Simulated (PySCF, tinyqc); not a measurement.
Worked calculation: G0W0 on RHF in the sto-6g basis, for CH+, spin multiplicity 1. The lowest restricted solution is unstable here: a spin-polarised one lies 0.0109 hartree lower (PySCF). Computed by tinyqc, a small Python program that keeps every step (integrals from PySCF). Settings: charge = 1, multiplicity = 1, basis = sto-6g, method = RHF, energy threshold = 1e-10, iteration cap = 83, orthogonalisation = canonical, start = core, DIIS depth = 6. Command: `OMP_NUM_THREADS=1 python tinyqc.py 22040 22041 out.jsonl` (the two numbers bound the seeds that draw the settings). One thread of a shared host (Intel(R) Xeon(R) Processor @ 2.60GHz), about 0.09 s of CPU time with the checks. The early iterations of the SCF are left out here.

## One-electron integrals

Geometry (angstrom):
```
atom         x         y         z
C     0.000000  0.000000  0.000000
H     0.000000  0.000000  1.661000
```

Basis sto-6g: exponents (1/bohr^2) and contraction coefficients of normalised primitives:
```
element  l (shell)    exponent  coefficient
C            s (1)  742.737049     0.009164
C            s (1)  136.180025     0.049361
C            s (1)   38.098264     0.168538
C            s (1)   13.087782     0.370563
C            s (1)    5.082369     0.416492
C            s (1)    2.093200     0.130334
C            s (2)   30.497239    -0.013253
C            s (2)    6.036200    -0.046992
C            s (2)    1.876046    -0.033785
C            s (2)    0.721783     0.250242
C            s (2)    0.313471     0.595117
C            s (2)    0.143687     0.240706
C            p (3)   30.497239     0.003760
C            p (3)    6.036200     0.037679
C            p (3)    1.876046     0.173897
C            p (3)    0.721783     0.418036
C            p (3)    0.313471     0.425860
C            p (3)    0.143687     0.101708
H            s (1)   35.523221     0.009164
H            s (1)    6.513144     0.049361
H            s (1)    1.822143     0.168538
H            s (1)    0.625955     0.370563
H            s (1)    0.243077     0.416492
H            s (1)    0.100112     0.130334
```

Overlap, kinetic and nuclear-attraction integrals over the contracted functions; the nuclear repulsion is the sum of Za Zb / Rab.

nuclear repulsion = 1.91153719 hartree

overlap S, lower triangle:
```
           1C 1s     1C 2s    1C 2px    1C 2py    1C 2pz     2H 1s
1C 1s   1.000000
1C 2s   0.243228  1.000000
1C 2px  0.000000  0.000000  1.000000
1C 2py  0.000000  0.000000  0.000000  1.000000
1C 2pz  0.000000  0.000000  0.000000  0.000000  1.000000
2H 1s   0.017427  0.226056  0.000000  0.000000  0.254885  1.000000
```

kinetic energy T (hartree), lower triangle:
```
            1C 1s     1C 2s    1C 2px    1C 2py    1C 2pz     2H 1s
1C 1s   16.068641
1C 2s   -0.492789  0.492405
1C 2px   0.000000  0.000000  1.479234
1C 2py   0.000000  0.000000  0.000000  1.479234
1C 2pz   0.000000  0.000000  0.000000  0.000000  1.479234
2H 1s   -0.006033  0.000035  0.000000  0.000000  0.046148  0.768522
```

nuclear attraction V (hartree), lower triangle:
```
             1C 1s      1C 2s     1C 2px     1C 2py     1C 2pz      2H 1s
1C 1s   -34.326551
1C 2s    -3.695913  -5.478194
1C 2px    0.000000   0.000000  -5.462195
1C 2py    0.000000   0.000000   0.000000  -5.462195
1C 2pz   -0.007698  -0.084134   0.000000   0.000000  -5.509510
2H 1s    -0.296576  -0.899340   0.000000   0.000000  -0.933225  -3.147211
```

core Hamiltonian H = T + V (hartree), lower triangle:
```
             1C 1s      1C 2s     1C 2px     1C 2py     1C 2pz      2H 1s
1C 1s   -18.257910
1C 2s    -4.188702  -4.985789
1C 2px    0.000000   0.000000  -3.982961
1C 2py    0.000000   0.000000   0.000000  -3.982961
1C 2pz   -0.007698  -0.084134   0.000000   0.000000  -4.030275
2H 1s    -0.302608  -0.899305   0.000000   0.000000  -0.887077  -2.378689
```

## Two-electron integrals

Functions are numbered as in S; the eight-fold symmetry (ij|kl) = (ji|kl) = (kl|ij) leaves the list below.

Two-electron integrals (ij|kl) in chemists' order, unique and non-zero (hartree):
```
(11|11) 3.543743   (21|11) 0.529462   (21|21) 0.100317   (22|11) 0.853596
(22|21) 0.199930   (22|22) 0.624844   (31|31) 0.021271   (32|31) 0.031868
(32|32) 0.138108   (33|11) 0.853598   (33|21) 0.199930   (33|22) 0.624843
(33|33) 0.673218   (41|41) 0.021271   (42|41) 0.031868   (42|42) 0.138108
(43|43) 0.036281   (44|11) 0.853598   (44|21) 0.199930   (44|22) 0.624843
(44|33) 0.600655   (44|44) 0.673218   (51|51) 0.021271   (52|51) 0.031868
(52|52) 0.138108   (53|53) 0.036281   (54|54) 0.036281   (55|11) 0.853598
(55|21) 0.199930   (55|22) 0.624843   (55|33) 0.600655   (55|44) 0.600655
(55|55) 0.673218   (61|11) 0.039646   (61|21) 0.007248   (61|22) 0.014271
(61|33) 0.014219   (61|44) 0.014219   (61|51) 0.000477   (61|52) 0.000938
(61|55) 0.014373   (61|61) 0.000538   (62|11) 0.125989   (62|21) 0.030117
(62|22) 0.107828   (62|33) 0.105079   (62|44) 0.105079   (62|51) 0.003018
(62|52) 0.022416   (62|55) 0.113327   (62|61) 0.002260   (62|62) 0.028307
(63|31) 0.002757   (63|32) 0.015297   (63|53) 0.004060   (63|63) 0.002854
(64|41) 0.002757   (64|42) 0.015297   (64|54) 0.004060   (64|64) 0.002854
(65|11) 0.122896   (65|21) 0.029711   (65|22) 0.112088   (65|33) 0.106925
(65|44) 0.106925   (65|51) 0.005195   (65|52) 0.035885   (65|55) 0.122414
(65|61) 0.002307   (65|62) 0.034650   (65|65) 0.044462   (66|11) 0.317889
(66|21) 0.077276   (66|22) 0.314122   (66|33) 0.300995   (66|44) 0.300995
(66|51) 0.007535   (66|52) 0.078374   (66|55) 0.340377   (66|61) 0.005819
(66|62) 0.117168   (66|65) 0.156359   (66|66) 0.774999
```

## Orthogonalisation

S = U s U^T; canonical form X = U s^(-1/2), so that X^T S X = 1. Each column of U has its largest component positive (the first on a tie).

eigenvalues of S: 0.620873  0.831797  1.000000  1.000000  1.152738  1.394593

X:
```
                1          2         3          4          5         6
1C 1s    0.441204   0.682564  0.000000   0.000000  -0.545566  0.326325
1C 2s   -0.742987  -0.443023  0.000000   0.000000  -0.366891  0.492914
1C 2px   0.000000   0.000000  0.994388  -0.105793   0.000000  0.000000
1C 2py   0.000000   0.000000  0.105793   0.994388   0.000000  0.000000
1C 2pz  -0.518587   0.613363  0.000000   0.000000   0.565907  0.328974
2H 1s    0.771371  -0.404770  0.000000   0.000000   0.339115  0.509293
```

Within a degenerate level the vectors are fixed only up to a rotation; this is one choice.

## Iteration 7 (converged): orbitals

converged F (hartree), lower triangle:
```
             1C 1s      1C 2s     1C 2px     1C 2py     1C 2pz      2H 1s
1C 1s   -11.768031
1C 2s    -2.983294  -1.783224
1C 2px    0.000000   0.000000  -0.237848
1C 2py    0.000000   0.000000   0.000000  -0.237848
1C 2pz   -0.012144  -0.029976   0.000000   0.000000  -0.629433
2H 1s    -0.218225  -0.394830   0.000000   0.000000  -0.412049  -0.512851
```

Diagonalise F' = X^T F X, C = X C', fill 3 alpha and 3 beta electrons from the bottom; D = 2 C_occ C_occ^T. Each column has its largest component positive (the first on a tie).

F' = X^T F X (hartree), lower triangle:
```
           1          2          3          4          5          6
1  -1.177554
2  -2.007912  -4.159522
3   0.000000   0.000000  -0.237848
4   0.000000   0.000000   0.000000  -0.237848
5   1.834185   3.894623   0.000000   0.000000  -5.156756
6  -1.145960  -2.788361   0.000000   0.000000   3.245986  -3.268455
```

orbital energies (hartree): MO1 -11.769531, MO2 -1.111689, MO3 -0.752485, MO4 -0.237848, MO5 -0.237848, MO6 -0.128583

coefficients C:
```
              MO1        MO2        MO3       MO4        MO5        MO6
1C 1s    0.996937  -0.249422   0.070580  0.000000   0.000000   0.060084
1C 2s    0.012428   0.966815  -0.314885  0.000000   0.000000  -0.303038
1C 2px   0.000000   0.000000   0.000000  0.999250  -0.038731   0.000000
1C 2py   0.000000   0.000000   0.000000  0.038731   0.999250   0.000000
1C 2pz   0.001512   0.099241   0.759769  0.000000   0.000000  -0.697511
2H 1s   -0.001687   0.170224   0.463436  0.000000   0.000000   0.943121
```

D after iteration 7, lower triangle:
```
            1C 1s      1C 2s    1C 2px    1C 2py    1C 2pz     2H 1s
1C 1s    2.122151
1C 2s   -0.501959   2.068077
1C 2px   0.000000   0.000000  0.000000
1C 2py   0.000000   0.000000  0.000000  0.000000
1C 2pz   0.060759  -0.286547  0.000000  0.000000  1.174199
2H 1s   -0.022861   0.037251  0.000000  0.000000  0.737990  0.487504
```

Within a degenerate level the vectors are fixed only up to a rotation; this is one choice.

## Convergence

Stop when the energy changes by less than 1e-10 hartree and every element of the error matrix X^T (F D S - S D F) X is below 3e-06.

Course of the cycle:
```
iteration   E (hartree)     change  largest element of the error matrix
1          -37.43794441          -                             2.83e-01
2          -37.74555874  -3.08e-01                             7.53e-02
3          -37.75149428  -5.94e-03                             1.34e-02
4          -37.75169438  -2.00e-04                             3.53e-03
5          -37.75170825  -1.39e-05                             2.63e-04
6          -37.75170832  -7.49e-08                             3.29e-06
7          -37.75170832  -1.13e-11                             1.78e-09
```

PySCF RHF in the same basis = -37.75170832 hartree

Converged in 7 iterations.

## Integrals over molecular orbitals

(pq|rs) = sum C_ip C_jq C_kr C_ls (ij|kl), one index at a time.

one-electron integrals over orbitals h = C^T H C (hartree), lower triangle:
```
            1          2          3          4          5          6
1  -18.249768
2    0.402853  -4.200719
3   -0.108216   0.196244  -3.579054
4    0.000000   0.000000   0.000000  -3.982961
5    0.000000   0.000000   0.000000   0.000000  -3.982961
6   -0.096197   0.446196   0.728650   0.000000   0.000000  -2.835910
```

Two-electron integrals over orbitals (pq|rs), unique and non-zero (hartree):
```
(11|11) 3.526651    (21|11) -0.353983   (21|21) 0.057666    (22|11) 0.822502
(22|21) -0.015738   (22|22) 0.579875    (31|11) 0.099685    (31|21) -0.014529
(31|22) 0.009845    (31|31) 0.017641    (32|11) -0.087805   (32|21) 0.006360
(32|22) -0.005872   (32|31) 0.016331    (32|32) 0.108477    (33|11) 0.691945
(33|21) -0.008401   (33|22) 0.515148    (33|31) -0.004801   (33|32) -0.029292
(33|33) 0.538502    (41|41) 0.021942    (42|41) 0.027469    (42|42) 0.120426
(43|41) -0.007613   (43|42) -0.028321   (43|43) 0.032515    (44|11) 0.853376
(44|21) -0.010179   (44|22) 0.592369    (44|31) 0.002652    (44|32) -0.048149
(44|33) 0.514253    (44|44) 0.673218    (51|51) 0.021942    (52|51) 0.027469
(52|52) 0.120426    (53|51) -0.007613   (53|52) -0.028321   (53|53) 0.032515
(54|54) 0.036281    (55|11) 0.853376    (55|21) -0.010179   (55|22) 0.592369
(55|31) 0.002652    (55|32) -0.048149   (55|33) 0.514253    (55|44) 0.600655
(55|55) 0.673218    (61|11) 0.086833    (61|21) -0.015749   (61|22) -0.000526
(61|31) -0.007383   (61|32) -0.015865   (61|33) 0.007702    (61|44) 0.002345
(61|55) 0.002345    (61|61) 0.013524    (62|11) -0.144039   (62|21) 0.003005
(62|22) -0.077977   (62|31) -0.013511   (62|32) -0.025740   (62|33) -0.011887
(62|44) -0.077885   (62|55) -0.077885   (62|61) 0.009325    (62|62) 0.065623
(63|11) -0.241213   (63|21) 0.004525    (63|22) -0.106743   (63|31) 0.001985
(63|32) 0.072116    (63|33) -0.065861   (63|44) -0.134139   (63|55) -0.134139
(63|61) -0.003746   (63|62) 0.056148    (63|63) 0.159243    (64|41) -0.006102
(64|42) -0.026138   (64|43) -0.010830   (64|64) 0.018016    (65|51) -0.006102
(65|52) -0.026138   (65|53) -0.010830   (65|65) 0.018016    (66|11) 0.540642
(66|21) -0.004439   (66|22) 0.451020    (66|31) 0.009682    (66|32) 0.078423
(66|33) 0.481196    (66|44) 0.414011    (66|55) 0.414011    (66|61) -0.005836
(66|62) 0.004478    (66|63) 0.081890    (66|66) 0.602435
```

## Screening: direct RPA

With D = e_a - e_i and K = (ia|jb): diagonalise D^(1/2) (D + 4K) D^(1/2) = Z w^2 Z^T; X + Y = D^(1/2) Z w^(-1/2), each column of Z with its largest component positive (the first on a tie); E_c = (sum w - tr (D + 2K)) / 2.

D^(1/2) (D + 4K) D^(1/2) (hartree^2), lower triangle:
```
            1>4         1>5         1>6        2>4        2>5       2>6       3>4       3>5
1>4  133.991829
1>5    0.000000  133.991829
1>6    0.000000    0.000000  136.141397
2>4    0.348788    0.000000    0.000000   1.184530
2>5    0.000000    0.348788    0.000000   0.000000   1.184530
2>6    0.000000    0.000000    0.126189   0.000000   0.000000  1.224553
3>4   -0.074182    0.000000    0.000000  -0.075968   0.000000  0.000000  0.331784
3>5    0.000000   -0.074182    0.000000   0.000000  -0.075968  0.000000  0.000000  0.331784
3>6    0.000000    0.000000   -0.040380   0.000000   0.000000  0.175894  0.000000  0.000000

          3>6
3>6  0.786661
```

excitation energies w (hartree): 0.570136  0.570136  0.851299  1.091009  1.091009  1.134184  11.575525  11.575525  11.667970

X + Y:
```
            1          2          3          4          5          6          7          8
1>4  0.000000   0.001455   0.000000   0.000012  -0.008665   0.000000   0.998101   0.000000
1>5  0.001455   0.000000   0.000000  -0.008665  -0.000012   0.000000   0.000000   0.998101
1>6  0.000000   0.000000   0.002184   0.000000   0.000000  -0.002509   0.000000   0.000000
2>4  0.000006   0.108841   0.000000  -0.001254   0.891487   0.000000   0.000722   0.000000
2>5  0.108841  -0.000006   0.000000   0.891487   0.001254   0.000000   0.000000   0.000722
2>6  0.000000   0.000000  -0.356861   0.000000   0.000000   0.878185   0.000000   0.000000
3>4  0.000053   0.946403   0.000000   0.000085  -0.060380   0.000000  -0.000117   0.000000
3>5  0.946403  -0.000053   0.000000  -0.060380  -0.000085   0.000000   0.000000  -0.000117
3>6  0.000000   0.000000   0.807503   0.000000   0.000000   0.246296   0.000000   0.000000

             9
1>4   0.000000
1>5   0.000000
1>6   0.998841
2>4   0.000000
2>5   0.000000
2>6   0.000271
3>4   0.000000
3>5   0.000000
3>6  -0.000069
```

RPA correlation energy = -0.06889556 hartree

Within a degenerate level the vectors are fixed only up to a rotation; this is one choice.

## G0W0 on Hartree-Fock: HOMO

W(p,q,m) = sqrt2 sum_ia (pq|ia) (X+Y)_ia,m; Sigma_c(x) = sum_(i,m) W^2/(x - e_i + w_m) + sum_(a,m) W^2/(x - e_a - w_m); solve x = e_p + Sigma_c(x) by Newton steps; Z = 1/(1 - dSigma/dx); 1 hartree = 27.211386 eV.

The 12 largest terms at x = e_p (hartree; W for the signs of X + Y given):
```
q  m          W       term
6  3   0.153505  -0.015973
6  6   0.125212  -0.008918
2  3   0.095297   0.007502
3  3  -0.069190   0.005623
5  1   0.039143  -0.001412
4  2   0.039143  -0.001412
3  6  -0.037731   0.001255
5  4  -0.038389  -0.000918
4  5  -0.038389  -0.000918
2  9  -0.022427   0.000042
2  6  -0.006792   0.000031
1  6  -0.016062   0.000021
```

Newton steps (hartree):
```
step          x  Sigma_c(x)         Z
0     -0.752485   -0.015076  0.967504
1     -0.767071   -0.014586  0.967476
2     -0.767071   -0.014586  0.967476
```

quasiparticle energy of the HOMO = -20.873060 eV

Hartree-Fock value = -20.476149 eV

## G0W0 on Hartree-Fock: LUMO

As before.

The 12 largest terms at x = e_p (hartree; W for the signs of X + Y given):
```
q  m          W       term
4  6  -0.143459  -0.018146
4  3  -0.113871  -0.015232
2  5   0.153909   0.012056
3  2   0.039143   0.001412
3  5  -0.038389   0.000918
6  5  -0.031955  -0.000851
6  2  -0.018530  -0.000505
2  2  -0.019312   0.000258
2  7   0.038901   0.000122
1  5   0.035013   0.000097
1  7   0.031001   0.000042
3  7  -0.010780   0.000010
```

Newton steps (hartree):
```
step          x  Sigma_c(x)         Z
0     -0.237848   -0.019823  0.958265
1     -0.256844   -0.019007  0.959342
2     -0.256855   -0.019007  0.959342
```

quasiparticle energy of the LUMO = -6.989375 eV

Hartree-Fock value = -6.472169 eV
